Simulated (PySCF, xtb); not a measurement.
## AlH4PS: where a starting geometry ends

The starting geometry of this gas-phase singlet was built from a drawn formula by distance geometry and a force field; its bonds are those of `[AlH2][PH]S`.

```xyz
7

Al    1.0306    1.5002   -1.7656
P    -1.0710    1.4644   -0.6570
S    -1.6333   -0.3987   -1.5718
H     1.1303    1.2082   -3.2948
H     2.3541    1.7575   -0.9130
H    -1.6650    2.3140   -1.6108
H    -0.8266   -1.1945   -0.7769
```

**Question.** Predict what becomes of its bonds when it is optimised with r2SCAN-D4/def2-SVP.

**Answer.** It rearranges to `[AlH2-]1[PH][SH+]1`. Contacts that close: Al1–S3 (3.28 → 2.46 Å).

The energy falls by 0.66 eV over 16 steps:

| step | E − E(last) (eV) |
| --- | --- |
| 1 | 0.657 |
| 3 | 0.439 |
| 4 | 0.300 |
| 6 | 0.241 |
| 8 | 0.012 |
| 9 | 0.002 |
| 11 | 0.000 |
| 13 | 0.000 |
| 14 | 0.000 |
| 16 | 0.000 |

Final geometry (Å):

```xyz
7

Al    0.8034    1.3242   -1.9266
P    -1.2772    1.7439   -0.8682
S    -1.0505   -0.2891   -1.8140
H     0.9944    1.7628   -3.4373
H     1.9446    0.8144   -0.9499
H    -1.9025    2.2199   -2.0640
H    -0.6776   -0.9150   -0.6718
```

From the same start GFN2-xTB reaches the same bonding as this run.

No frequencies were run, so the end isn't proven a minimum. Run with PySCF 2.14.0, 97 s on 2 threads of Arm Neoverse V2, on a shared host.
